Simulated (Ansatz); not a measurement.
**NH4+ with HF: structure and interaction energy**

Aim: relax the pair, then compute its interaction energy with counterpoise at many levels, up to CCSD(T).

Computed with Ansatz 0.2.0, Gaussian basis. Level: PBE0-D4 structure, single points in def2-TZVPPD.

Levels: PBE-D4, revPBE-D4, BLYP-D4, r2SCAN-D4, B97M-V, PBE0-D4, B3LYP-D4, HSE06-D4, wB97X-V, wB97M-V, B2PLYP, Hartree-Fock, MP2, CCSD, CCSD(T). The reference is CCSD(T) extrapolated to the basis limit.

Cores are frozen in the correlated methods. B3LYP uses VWN-RPA correlation. B2PLYP carries no dispersion term here.

176 further runs of the same task are left out: 176 set aside as unsound or not needed.

## Step 1: Where the work starts

The pair, from a GFN2-xTB docking trial: 7 atoms, charge 1, spin multiplicity 1.

Atoms are counted from 1 here; the program's logs count them from 0.

Bond lengths: N1–H2 1.042 Å, N1–H3 1.027 Å, N1–H4 1.026 Å, N1–H5 1.027 Å, F6–H7 0.939 Å. Angles: H2–N1–H3 110.0°, H2–N1–H4 108.9°, H2–N1–H5 108.6°, H3–N1–H4 109.8°, H3–N1–H5 109.8°, H4–N1–H5 109.7°.

Geometry (Å):

```xyz
7
FH5N
N     0.01480   -0.00770   -0.92590
H    -0.02490   -0.21080    0.09580
H    -0.42480   -0.77170   -1.45340
H     0.99630    0.09050   -1.20810
H    -0.48590    0.87160   -1.10410
F    -0.03300   -0.07210    1.83630
H    -0.04250    0.10030    2.75930
```

Atoms 1 to 5 are fragment A (NH4+), the rest fragment B (HF).

## Step 2: A first relaxation in a small basis

File pre/in.yaml:

```yaml
crystal:
  periodic: [false, false, false]
  atoms:
    - {symbol: N, position_ang: [0.014800, -0.007700, -0.925900]}
    - {symbol: H, position_ang: [-0.024900, -0.210800, 0.095800]}
    - {symbol: H, position_ang: [-0.424800, -0.771700, -1.453400]}
    - {symbol: H, position_ang: [0.996300, 0.090500, -1.208100]}
    - {symbol: H, position_ang: [-0.485900, 0.871600, -1.104100]}
    - {symbol: F, position_ang: [-0.033000, -0.072100, 1.836300]}
    - {symbol: H, position_ang: [-0.042500, 0.100300, 2.759300]}
basis:
  gaussian: {orbitals: def2-SVP}
total_charge: 1
hamiltonian: {xc: pbe, dispersion: d4}
relax: {f_tol: 0.03, max_steps: 250}
```

Run with:

```bash
> ansatz run in.yaml --threads 2 --pin off --events-out ev --progress --plain --max-ram 5222MiB
```

The runs that follow: Relaxation at PBE0-D4; PBE-D4/def2-TZVPPD; r2SCAN-D4/def2-TZVPPD; PBE0-D4/def2-TZVPPD; B3LYP-D4/def2-TZVPPD; wB97X-V/def2-TZVPPD; wB97M-V/def2-TZVPPD; B2PLYP/def2-TZVPPD; BLYP-D4/def2-TZVPPD; revPBE-D4/def2-TZVPPD; B97M-V/def2-TZVPPD; HSE06-D4/def2-TZVPPD; CCSD(T)/def2-TZVPPD; MP2/def2-QZVPPD; Hartree-Fock/STO-3G; PBE-D4/STO-3G; B3LYP-D4/6-31G; SPW92/def2-SVP; PBE-D4/def2-SVP; PBE0-D4/def2-SVP; wB97M-V/def2-SVP; CCSD(T)/def2-SVP; Vibrations of the pair.

**Question.** What will these runs give? Wanted: interaction energy, CCSD(T)/CBS; of it Hartree-Fock; D4 term of PBE0-D4; shortest contact; lowest wavenumber.

As calculated:

| quantity | value |
| --- | --- |
| interaction energy, CCSD(T)/CBS | -51.81 kJ/mol |
| of it Hartree-Fock (basis limit) | -47.63 kJ/mol |
| D4 term of PBE0-D4 | -1.21 kJ/mol |
| shortest contact | H2–F6 1.73 Å |
| lowest wavenumber | 17i cm⁻¹ |

The pair is bound by 51.81 kJ/mol at fixed fragment shapes. Hartree-Fock gives 92 % of it, so electrostatics, induction and charge transfer lead. Among the functionals wB97X-V lands nearest to CCSD(T)/CBS (-0.01 kJ/mol) and revPBE-D4 farthest (+3.14 kJ/mol). By rung, the mean size of the error is: GGA 1.61, meta-GGA 1.00, hybrid 1.49, screened hybrid 1.62, range-separated hybrid 0.15, double hybrid 0.62 kJ/mol. PBE-D4 gives an interaction energy 1.12 kJ/mol too low, an error of 2 % of the reference. CCSD(T) moves by -2.08 kJ/mol from triple zeta to the limit; gaps between functionals far smaller than that don't rank them. A lower arrangement may exist.
